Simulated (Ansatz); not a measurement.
# C2H2F3: the cost of one run

Method: the levels named in each step, in Ansatz 0.2.0.

**1. Starting point**

Bond lengths: F1–C2 1.385 Å, C2–C3 1.486 Å, C3–F4 1.261 Å, C3–F5 1.249 Å, C2–H6 1.102 Å, C2–H7 1.097 Å. Angles: F1–C2–C3 93.4°, F1–C2–H6 108.0°, F1–C2–H7 109.9°, C3–C2–H6 115.2°, C3–C2–H7 115.1°, H6–C2–H7 113.1°, C2–C3–F4 121.8°, C2–C3–F5 122.4°, F4–C3–F5 114.4°.

As a file:

```xyz
7

F    -1.1127   -0.1702    1.1567
C    -1.2066    0.0553   -0.2071
C     0.2666    0.0608   -0.3977
F     0.9628    1.0867   -0.1688
F     0.9268   -0.9888   -0.5474
H    -1.7031    1.0276   -0.3583
H    -1.7344   -0.7772   -0.6876
```

**2. A rough first relaxation, PBE-D4/def2-SVP**

The input, input.yaml:

```yaml
crystal:
  periodic: [false, false, false]
  atoms:
    - { symbol: F, position_ang: [-1.11275, -0.17018, 1.15667] }
    - { symbol: C, position_ang: [-1.20663, 0.05533, -0.20707] }
    - { symbol: C, position_ang: [0.26661, 0.06082, -0.39771] }
    - { symbol: F, position_ang: [0.9628, 1.0867, -0.16877] }
    - { symbol: F, position_ang: [0.92684, -0.98877, -0.54743] }
    - { symbol: H, position_ang: [-1.70311, 1.02762, -0.35834] }
    - { symbol: H, position_ang: [-1.73438, -0.77722, -0.68763] }
total_charge: 1
basis:
  gaussian: { orbitals: def2-SVP }
hamiltonian:
  xc: pbe
  dispersion: d4
relax:
  f_tol: 0.03
  max_steps: 200
```

Run with:

```
$ ansatz run input.yaml --threads 4 --pin off --max-ram 10240MiB --backend cpu --events-out ev --progress --plain --runs-dir out
```

What time and memory should one allow on 4 threads of Intel Xeon Platinum 8259CL at 2.50GHz (Skylake/Cascade Lake), shared host?

About 24 s, with a peak of 0.17 GiB.
